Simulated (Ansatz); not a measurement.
# Worked example: correlation energy of Cl$_{2}$, singlet

Geometry: MP2(full)/6-31G*, from the G2/97 set.

```yaml
atoms:
  - { symbol: Cl, position_ang: [0.0000, 0.0000, 0.0000] }
  - { symbol: Cl, position_ang: [0.0000, 0.0000, 2.0151] }
```

Basis cc-pV(Q+d)Z; Ansatz 0.2.0. Correlated methods freeze the noble-gas cores, which leaves 14 electrons in 118 orbitals. Prefix R: restricted or restricted open-shell reference.

Full CI isn't at hand for all of this; RCCSDT(Q) serves as the reference, and is uncertain by about the last step of the cluster series.

Runs differ by some tens of microhartree through their thresholds, so steps under 0.03 kcal/mol mean nothing.

```
    level  total energy (hartree)
      RHF             -919.008193
     RMP2             -919.426946
    RCCSD             -919.457504
 RCCSD(T)             -919.479289
   RCCSDT             -919.480174
RCCSDT(Q)             -919.481463
```

Q: What is the correlation energy at RCCSDT(Q), and what share of it do RMP2 and RCCSD recover?

A: E(corr) = -919.481463 − (-919.008193) = -0.473270 hartree = -12.878 eV. RMP2: -0.418753 / -0.473270 = 88.48 %. RCCSD: -0.449311 / -0.473270 = 94.94 %.

Q: By how many kcal/mol does RCCSD(T) miss RCCSDT(Q) (1 hartree = 627.509 kcal/mol), and which steps make up the rest?

A: -919.479289 − (-919.481463) = 0.002174 hartree = 1.36 kcal/mol. Steps: RCCSDT − RCCSD(T) = -0.56, RCCSDT(Q) − RCCSDT = -0.81 kcal/mol. Differences between like states or geometries often cancel part of this.
